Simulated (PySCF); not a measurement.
# Dipole moment and polarisability across levels of theory

C₄H₅F.
Geometry (PBE0-D3(BJ)/def2-SVP, Å), atoms numbered from 1 in this order:
```
atom  x, y, z in Å
F1     2.0070   -1.0938   -0.5620
C2     1.3548   -0.0441    0.0194
C3    -0.0996   -0.1359   -0.1471
C4    -1.1701   -0.7231   -0.5854
C5    -1.3937    0.5504    0.1729
H6     1.6015   -0.0134    1.0971
H7     1.7181    0.9014   -0.4251
H8    -1.6329   -1.5474   -1.1192
H9    -1.6698    1.4721   -0.3659
H10   -1.7874    0.5189    1.2025
```

PySCF, dipoles from the SCF density, polarisabilities from static response with core orbitals frozen. Geometry: PBE0-D3(BJ)/def2-SVP, one conformer, isolated molecule.

The anisotropy is √(½[(α1 − α2)² + (α2 − α3)² + (α3 − α1)²]).

| level | μ (D) | α (Å³) | anisotropy (Å³) |
| --- | --- | --- | --- |
| LDA/def2-SVPD | 1.258 | 7.37 | 2.67 |
| PBE/def2-SVPD | 1.184 | 7.30 | 2.65 |
| B3LYP/def2-SVPD | 1.292 | 7.12 | 2.49 |
| PBE0/def2-SVPD | 1.274 | 7.03 | 2.47 |
| BHandHLYP/def2-SVPD | 1.386 | 6.88 | 2.35 |
| CAM-B3LYP/def2-SVPD | 1.346 | 7.00 | 2.39 |
| wB97X-D/def2-SVPD | 1.306 | 7.00 | 2.39 |
| LC-wPBE/def2-SVPD | 1.338 | 6.81 | 2.30 |
| HF/def2-SVPD | 1.456 | 6.69 | 2.20 |
| PBE0/6-31G* | 1.044 | 5.85 | 2.55 |
| PBE0/def2-SVP | 1.141 | 6.05 | 2.46 |
| PBE0/6-31+G* | 1.369 | 6.62 | 2.47 |
| PBE0/aug-cc-pVDZ | 1.218 | 7.22 | 2.53 |
| PBE0/def2-TZVP | 1.164 | 6.84 | 2.52 |
| PBE0/def2-TZVPD | 1.209 | 7.22 | 2.51 |

The dipole runs from 1.04 D (PBE0/6-31G*) to 1.46 D (HF/def2-SVPD). No reference polarisability is at hand; against PBE0 in the largest diffuse basis at hand (def2-TZVPD) the other PBE0 rows deviate by 6-31G* -19%, def2-SVP -16%, 6-31+G* -8%, def2-SVPD -3%, aug-cc-pVDZ 0%, def2-TZVP -5%. In one basis (def2-SVPD) the functionals order the polarisability from HF (lowest) to LDA (highest), a spread of 10%. With PBE0 the polarisability is 6.24 Å³ without diffuse functions (mean of 6-31G*, def2-SVP and def2-TZVP) and 7.02 Å³ with them (mean of 6-31+G*, def2-SVPD, aug-cc-pVDZ and def2-TZVPD).
